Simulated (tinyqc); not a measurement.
Stretching all distances: RHF, UHF, MP2, CISD and CCSD against full CI in the sto-6g basis, for H2F+, spin multiplicity 1. Computed by the program tinyqc with PySCF. 

Geometry (angstrom):
```
atom,x,y,z
F,0.0000,0.0000,0.0000
H,0.0000,0.7830,0.5230
H,0.0000,-0.7980,0.5330
```

All coordinates are multiplied by the scale. c0^2 is the weight of the RHF determinant in the lowest singlet FCI state (UHF is spin-contaminated and may lie near states of higher spin) and n(LUMO) the first natural occupation beyond the occupied space.

Full CI energy (hartree) and errors against it (kcal/mol):
```
scale,distance 1-2 (angstrom),E(FCI),RHF,UHF,MP2,CISD,CCSD,<S^2> UHF,c0^2,n(LUMO)
0.950,0.895,-99.81169,22.699,22.699,5.417,0.273,0.164,0.000,0.984,0.017
1.230,1.158,-99.79347,39.734,39.734,10.793,1.038,0.667,0.000,0.954,0.044
1.500,1.412,-99.68211,62.423,59.075,17.785,2.777,1.965,0.386,0.892,0.098
1.780,1.676,-99.57388,90.788,46.446,25.326,5.493,4.038,1.116,0.783,0.190
2.060,1.940,-99.49679,119.040,28.017,35.388,6.925,4.939,1.323,0.593,0.304
```

UHF parts from RHF first at scale 1.5 of those listed, where <S^2> leaves zero. The weight c0^2 goes from 0.98 to 0.59 and n(LUMO) from 0.02 to 0.30: static correlation grows as the bonds break into open-shell fragments. The spread of the error along the curve, which distorts its shape, is CCSD 4.8, CISD 6.7, MP2 30.0, UHF 36.4, RHF 96.3 kcal/mol. The table stops here: at scale 2.33 and beyond, the reference weight falls under 0.45 or RHF, UHF or CCSD hop between solutions, so those rows were left out and the spreads given cover only the rows shown. As computed, partly on other solutions, the errors there reach in size RHF 151, UHF 16, MP2 41, CISD 4, CCSD 27 kcal/mol.
